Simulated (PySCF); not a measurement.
**Diatomics with 27 electrons**

PBE0 in PySCF with def2-TZVP on every atom, for the lowest determinant that a PBE0 search found; no spin–orbit coupling. All have 27 electrons, 7 of them in the valence shells, and the same state, a quartet (σ ↑, π ↑↑). For ions De leads to the atom and ion picked by measured ionisation energies and electron affinities.

| species | difference of nuclear charges | Re (Å) | ωe (cm⁻¹) | k (mdyn/Å) | De (eV) | dissociates to | Mayer bond order |
| --- | --- | --- | --- | --- | --- | --- | --- |
| AlSi | 1 | 2.416 | 380 | 1.17 | 2.65 | Al + Si | 1.56 |
| MgP | 3 | 2.535 | 312 | 0.774 | 0.85 | Mg + P | 0.94 |
| Si₂⁺ | 0 | 2.273 | 472 | 1.84 | 3.71 | Si⁺ + Si | 1.79 |
| AlP⁺ | 2 | 2.460 | 268 | 0.611 | 0.84 | Al⁺ + P | 1.05 |

(1) Which member of the whole set has the stiffest bond, and how does it compare with the softest?

For an ion De counts to the pair picked by the measured ionisation energies or electron affinities, which need not be the lowest pair at this level. States were picked by a PBE0 search and need not be the measured ground states.

Results:

(1) Si₂⁺ with k = 1.84 mdyn/Å, 3.0 times that of AlP⁺.
